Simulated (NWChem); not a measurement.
## Correlation energy of carbon tetrachloride (CCl₄)

```
C
Cl 1 1.7875
Cl 1 1.7875 2 109.47
Cl 1 1.7875 2 109.47 3 120.00
Cl 1 1.7875 2 109.47 4 120.00
```
Charge 0, spin multiplicity 1.

Program: NWChem. Structure: optimised with B3LYP/def2-SVP, a minimum by its harmonic frequencies.

Basis set: def2-SVP. Each correlation energy counts from its own Hartree-Fock reference.

The correlated methods keep 21 core orbitals frozen. Coupled-cluster values serve here as a point of comparison, not as the truth.

```tsv
method	correlation energy (mHa)
MP2	(withheld)
SCS-MP2	-657.5
CR-CCSD[T]	-740.0
CR-CCSD(T)	(withheld)
CCSD	(withheld)
CCSD+T(CCSD)	-746.5
CCSD(T)	-745.6
```

What belongs in the gaps?


- MP2, correlation energy (mHa): -682.5
- CR-CCSD(T), correlation energy (mHa): -739.4
- CCSD, correlation energy (mHa): -724.7
